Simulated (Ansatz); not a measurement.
AlH5N2 (`[NH2][AlH][NH2]`), relaxed with RKS PBE-D4/def2-SVP in Ansatz from a rough embedded geometry. The force threshold is 0.03 eV/Å; the program also tests the step.

Charge 0, multiplicity 1.

Start:

```xyz
8

N    -1.086   -0.251   -1.129
Al    0.264   -0.509    0.142
N     0.919    1.008    1.068
H    -0.702    0.296   -1.864
H    -1.273   -1.218   -1.610
H     0.841   -1.983    0.453
H     0.373    1.823    0.801
H     0.663    0.834    2.140
```

Problem. How much energy does the relaxation release, and in how many steps? (Best estimate.)

Solution. The calculation gave: 76.51 kJ/mol, in 6 steps.

Problem. Which bonds change most? (An estimate is asked.)

Solution. The calculation gave: Al2–N3 from 1.894 to 1.787 Å; N3–H8 from 1.116 to 1.022 Å; N1–Al2 from 1.872 to 1.787 Å; N1–H5 from 1.096 to 1.022 Å.

Problem. Give the relaxed structure. (Estimate.)

Solution. Ansatz gave: 
```xyz
8

N    -0.774   -0.408   -1.312
Al    0.175   -0.544    0.196
N     0.611    0.917    1.128
H    -1.117    0.451   -1.746
H    -1.052   -1.213   -1.878
H     0.636   -1.979    0.714
H     0.368    1.884    0.903
H     1.153    0.892    1.994
```
